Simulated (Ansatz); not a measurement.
All values below come from PBE-D3(BJ)/def2-TZVP run with Ansatz (a quantum-chemistry and plane-wave program). No frequencies were computed at this level.

Ansatz 0.2 input:
```yaml
crystal:
  periodic: [false, false, false]
  atoms:
    - { symbol: C, position_ang: [0.000003, 0.000004, -0.000059] }
    - { symbol: H, position_ang: [1.011359, -0.34147, 0.001666] }
    - { symbol: H, position_ang: [-0.801374, -0.705128, -0.002856] }
    - { symbol: H, position_ang: [-0.209987, 1.046594, 0.001247] }
basis:
  gaussian: { orbitals: def2-tzvp }
hamiltonian:
  xc: pbe
  dispersion: d3bj
relax:
  max_steps: 150
magnetization:
  spin_polarized: true
  initial_magnetization: 1
```

Output:

```
Functional definition: PBE
312 factors; their error is unknown
mean field evaluation 1: about -1078.2714 eV, gradient 3.0e1 eV
mean field evaluation 2: about -1074.9740 eV, gradient 3.7e1 eV
mean field evaluation 4: about -1082.6822 eV, gradient 8.7e-2 eV
mean field evaluation 8: about -1082.6684 eV, gradient 6.9e-3 eV
mean field -1082.66844280 eV, -39.7873314140 hartree, gradient 6.0e-6 eV, S^2 0.753598; 0 other end points of the search recorded, 0 dependent functions left out
reference -1082.66846938 eV, -39.7873323906 hartree; 5, 4 occupied and 44, 45 virtual orbitals, 312 factors
relax step   1: F+E_penalty+E_count = -1082.69154905 eV  Δ(F+E_penalty+E_count) = +0.000e0 eV  max|allowed force component| = 7.004e-1 eV/Å  Δτ_max = 0.0000 Å  (25 SCF iters, accepted)
these checks for a lower state are left out or cut short: starts, cluster_reference, orbital_swaps, neighbouring_geometries, increment
312 factors; their error is unknown
mean field evaluation 16: about -1082.6990 eV, gradient 7.3e-1 eV
mean field -1082.68755891 eV, -39.7880339178 hartree, gradient 4.1e-6 eV, S^2 0.753726; 0 other end points of the search recorded, 0 dependent functions left out
reference -1082.68758555 eV, -39.7880348968 hartree; 5, 4 occupied and 44, 45 virtual orbitals, 312 factors
relax step   2: F+E_penalty+E_count = -1082.71064909 eV  Δ(F+E_penalty+E_count) = -1.910e-2 eV  max|allowed force component| = 1.824e-1 eV/Å  Δτ_max = 0.0143 Å  (28 SCF iters, accepted)
these checks for a lower state are left out or cut short: starts, cluster_reference, orbital_swaps, neighbouring_geometries, increment
312 factors; their error is unknown
mean field -1082.66901160 eV, -39.7873523169 hartree, gradient 2.0e-5 eV, S^2 0.753661; 0 other end points of the search recorded, 0 dependent functions left out
reference -1082.66903872 eV, -39.7873533135 hartree; 5, 4 occupied and 44, 45 virtual orbitals, 312 factors
relax step   3: F+E_penalty+E_count = -1082.69209819 eV  Δ(F+E_penalty+E_count) = +1.855e-2 eV  max|allowed force component| = 3.865e-1 eV/Å  Δτ_max = 0.0901 Å  (26 SCF iters, rejected (line search))
these checks for a lower state are left out or cut short: starts, cluster_reference, orbital_swaps, neighbouring_geometries, increment
312 factors; their error is unknown
mean field evaluation 32: about -1082.7022 eV, gradient 3.2e-1 eV
mean field -1082.68904856 eV, -39.7880886615 hartree, gradient 4.2e-6 eV, S^2 0.753777; 0 other end points of the search recorded, 0 dependent functions left out
reference -1082.68907523 eV, -39.7880896415 hartree; 5, 4 occupied and 44, 45 virtual orbitals, 312 factors
relax step   4: F+E_penalty+E_count = -1082.71213261 eV  Δ(F+E_penalty+E_count) = -1.484e-3 eV  max|allowed force component| = 5.308e-3 eV/Å  Δτ_max = 0.0055 Å  (28 SCF iters, accepted)
312 factors; their error is unknown
mean field -1082.68904856 eV, -39.7880886615 hartree, gradient 1.8e-5 eV, S^2 0.753777; 1 other end points of the search recorded, 0 dependent functions left out
reference -1082.68907522 eV, -39.7880896415 hartree; 5, 4 occupied and 44, 45 virtual orbitals, 312 factors
Total energy: -1082.71215928 eV, -39.7889379648 hartree
Atom 0 at    -0.000001     0.000001    -0.000015 Å, force    -0.000022    -0.000019     0.000049 eV/Å
Atom 1 at     1.030044    -0.347764     0.001682 Å, force    -0.005129     0.001730    -0.000025 eV/Å
Atom 2 at    -0.816190    -0.718165    -0.002924 Å, force     0.004088     0.003597    -0.000002 eV/Å
Atom 3 at    -0.213852     1.065928     0.001255 Å, force     0.001063    -0.005308    -0.000023 eV/Å
Dipole moment:     0.000000     0.000000     0.000009 e Å
```

Cost: very roughly 4 core-seconds.
